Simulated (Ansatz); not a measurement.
Consider the isomerisation: `C[C@H]1O[C@@H]1Cl` → `CO/C=C/Cl`.

Gas-phase electronic energies from Ansatz, PBE0-D4/def2-TZVP geometries. CCSD(T)/CBS is the MP2 limit (def2-TZVPP, def2-QZVPP) plus CCSD(T) − MP2 in def2-TZVPP, frozen cores. DFT in def2-TZVPP. B3LYP here is the variant with VWN-RPA as its local correlation; programs differ in this. Each species was taken in one conformer, which may not be the lowest.

CCSD(T)/CBS gives +16.2 kJ/mol.

(1) Another level gave +10.4 kJ/mol. Which?
A. MP2/def2-TZVPP
B. ωB97M-V/def2-TZVPP
C. B2PLYP/def2-TZVPP
D. B3LYP-D4/def2-TZVPP

Largest T1 diagnostic among the species: 0.012.

## Answers

(1) C. B2PLYP 10.4, ωB97M-V 19.5, MP2/def2-TZVPP 26.7, B3LYP-D4 4.8 kJ/mol.

From PBE to PBE0 (25 % exact exchange), in def2-TZVPP and without D4, ΔE moves by +3.2 kJ/mol. In def2-TZVPP, CCSD(T) changes the Hartree–Fock value by +18.3 kJ/mol (the triples alone add +0.7 kJ/mol) and MP2 by +28.6 kJ/mol.

CCSD(T)/CBS has its own doubt, a few kJ/mol and more with outer-core shells, so smaller differences from it don't rank the levels.
